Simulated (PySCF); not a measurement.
Molecule: `C#C`, C2H2.

Molfile (atoms numbered from 1):
```
C2H2
     RDKit          3D

  4  3  0  0  0  0  0  0  0  0999 V2000
   -0.5471    0.0113   -0.2113 C   0  0  0  0  0  0  0  0  0  0  0  0
    0.5890   -0.0552    0.1958 C   0  0  0  0  0  0  0  0  0  0  0  0
   -1.5585    0.0734   -0.5704 H   0  0  0  0  0  0  0  0  0  0  0  0
    1.5998   -0.1199    0.5555 H   0  0  0  0  0  0  0  0  0  0  0  0
  1  2  3  0
  1  3  1  0
  2  4  1  0
M  END
```

Geometry PBE0-D3(BJ)/def2-SVP throughout; GIAO in PySCF 2.14.0 with density-fitted response routines, gas phase, one conformer, non-relativistic; equivalent atoms averaged; functional PBE0.

For orientation, pcSseg-0 gives these absolute shieldings σ: C1/C2 111.5, H3/H4 31.19 ppm.

A run gave: C1/C2 113.0, H3/H4 30.04 ppm (absolute shieldings σ).

Question: Which basis set was used in that run?
A. def2-TZVP
B. 6-31G*
C. STO-3G
D. pcSseg-2

Answer: A. C1/C2 tells them apart best: def2-TZVP gives 113.0, STO-3G gives 172.8, pcSseg-2 gives 107.5, 6-31G* gives 129.5 ppm.
